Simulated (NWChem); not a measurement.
Molecule: benzene (C$_{6}$H$_{6}$); SMILES c1ccccc1

Program: NWChem. Pople sets run with spherical d functions. Geometry: optimised at B3LYP/6-31G* (spherical d). Level: PBE0/6-31G* with SMD (1 M gas to 1 M solution), gas-phase geometry.

```
solvent          dielectric constant  solvation free energy (kcal/mol)  cavity-dispersion-structure term (kcal/mol)
---------------  -------------------  --------------------------------  -------------------------------------------
water                           78.4                              -1.5                                          2.7
dichloromethane                 8.93                                 …                                            …
ethylene glycol                 40.2                              -2.2                                          1.9
1-octanol                       9.86                              -4.7                                         -0.9
```

Question: Complete the blanks.

Answer: 
- dichloromethane, solvation free energy (kcal/mol): -6.8
- dichloromethane, cavity-dispersion-structure term (kcal/mol): -3.1
